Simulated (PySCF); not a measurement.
## CH and its ions

ωB97X; H aug-pcseg-1, C aug-pcseg-1; no relativity (PySCF 2.14). Neutral (UKS): doublet (π ↑), Re = 1.128 Å, ωe = 2900 cm⁻¹, De = 3.58 eV, HOMO -9.85 eV, LUMO -1.23 eV.

CH⁻ (UKS): triplet (π ↑↑), Re = 1.143 Å, ωe = 2665 cm⁻¹, De = 3.54 eV to H + C⁻. The energies at the minima are -38.46089 hartree for CH and -38.50507 for CH⁻.

**Question.** Work out the adiabatic electron affinity, without and with harmonic zero-point energies (1 hartree = 27.2114 eV, 1 eV = 8065.5 cm⁻¹), and the change of the bond length.

**Answer.** At ωB97X: 0.04418 hartree = 1.202 eV between the minima; the zero-point term (2900.0 − 2665.0)/2 cm⁻¹ = +0.015 eV makes it 1.217 eV. Re changes by +1.5 pm against the neutral. The electron enters a π orbital, which is non-bonding in a hydride.

For an ion De counts to the pair picked by the measured ionisation energies or electron affinities, which need not be the lowest pair at this level. States were picked by a PBE0 search and need not be the measured ground states.
